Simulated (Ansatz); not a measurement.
Input file:

```yaml
crystal:
  periodic: [false, false, false]
  atoms:
    - {symbol: Ge, position_ang: [0.000000, -0.042396, 0.251137]}
    - {symbol: C, position_ang: [0.000000, 0.196479, -1.432580]}
    - {symbol: H, position_ang: [0.000000, 0.984283, 1.379496]}
    - {symbol: H, position_ang: [0.000000, -0.270164, -2.407607]}
basis:
  gaussian: {orbitals: cc-pVTZ}
magnetization: {spin_polarized: false, initial_magnetization: 2}
correlation: {method: fic_mrcisd_q, electrons: outside_noble_gas, active_space: {window: {electrons: 10, orbitals: 10}, shells: [{species: C, l: s, shell: 2}, {species: C, l: p, shell: 2}, {species: Ge, l: s, shell: 4}, {species: Ge, l: p, shell: 4}, {species: H, l: s, shell: 1}]}}
```

```sh
$ ansatz run in.yaml --threads 2 --pin off --events-out ev --progress --plain --max-ram 24576MiB --backend cuda --devices 0, --max-vram 18GiB
```

Output:

```
1197 factors; integrals over basis functions are off by at most 1.8e-7 eV
mean field evaluation 1: about -57530.6573 eV, gradient 1.8e1 eV
mean field evaluation 2: about -57530.6609 eV, gradient 1.8e1 eV
mean field evaluation 4: about -57531.9024 eV, gradient 3.3e0 eV
mean field evaluation 8: about -57531.9885 eV, gradient 6.6e-1 eV
mean field evaluation 16: about -57532.0997 eV, gradient 3.2e-3 eV
mean field evaluation 32: about -57530.5898 eV, gradient 2.9e-1 eV
mean field evaluation 64: about -57531.4872 eV, gradient 5.8e0 eV
mean field -57532.09966432 eV, -2114.2656660061 hartree, gradient 2.1e-6 eV, S^2 2.000000; 9 other end points of the search recorded, 0 dependent functions left out
reference -57532.09966432 eV, -2114.2656660061 hartree; 21, 19 occupied and 80, 82 virtual orbitals, 1197 factors
state -57534.76565481 eV, -2114.3636393495 hartree
contracted CI cycle   1: correlation 0.00000000 eV, 0.0000000000 hartree, residual 1.97e1 eV
contracted CI cycle   2: correlation -4.21127614 eV, -0.1547615437 hartree, residual 3.67e0 eV
contracted CI cycle   3: correlation -4.36570939 eV, -0.1604368611 hartree, residual 8.55e-1 eV
contracted CI cycle   4: correlation -4.37353668 eV, -0.1607245087 hartree, residual 2.13e-1 eV
contracted CI cycle   5: correlation -4.37404278 eV, -0.1607431074 hartree, residual 6.03e-2 eV
contracted CI cycle   6: correlation -4.37408006 eV, -0.1607444773 hartree, residual 1.66e-2 eV
contracted CI cycle   7: correlation -4.37408294 eV, -0.1607445832 hartree, residual 4.21e-3 eV
contracted CI cycle   8: correlation -4.37408313 eV, -0.1607445903 hartree, residual 1.09e-3 eV
state -57534.76565481 eV, -2114.3636393495 hartree; corrected -57539.44275896 eV, -2114.5355197568 hartree
Total energy: -57539.44275896 eV, -2114.5355197568 hartree
Checks for a lower state left out: starts, orbital_swaps
```

Ran on 2 threads of AMD EPYC 7R13 with a shared H100 80 GB, shared host: 35 s wall, 0.9 GiB peak host memory.
